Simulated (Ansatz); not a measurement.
**Which isomer of C2H2P gives these data?**

These gas-phase data were calculated for one isomer of C2H2P at PBE0-D3(BJ)/def2-SVP (harmonic, unscaled wavenumbers; equilibrium rotational constants with average atomic masses):

| Quantity | Value |
| --- | --- |
| rotational constants | 285.2, 5.457, 5.355 GHz |
| all wavenumbers above 1500 cm⁻¹ | 3242, 3142, 1598 |

Candidates:

(1) `C#C[PH]`, a doublet
(2) `C=C=[P]`, a doublet
(3) `C1=C[P]1`, a doublet

Problem. Which structure fits? Where the bands don't settle it, estimate the moments of inertia from typical bond lengths.

Solution. Candidate (2). No mode falls between 3300 and 3560 cm⁻¹, where the ≡C–H stretch of (1) would stand. The rotational constants decide the rest: (3) would give 33.49, 11.51, 8.564 GHz.

The same quantities for all candidates:

```
     rotational constants (GHz)  wavenumbers above 1500 cm⁻¹  E above the lowest, PBE0-D3(BJ)/def2-SVP (kcal/mol)
(1)          253.5, 5.38, 5.268             3473, 2372, 2044                                                 15.7
(2)         285.2, 5.457, 5.355             3242, 3142, 1598                                                  0.0
(3)         33.49, 11.51, 8.564             3291, 3251, 1664                                                 10.4
```

Open shells are spin-unrestricted. Programs: Ansatz 0.2.0.
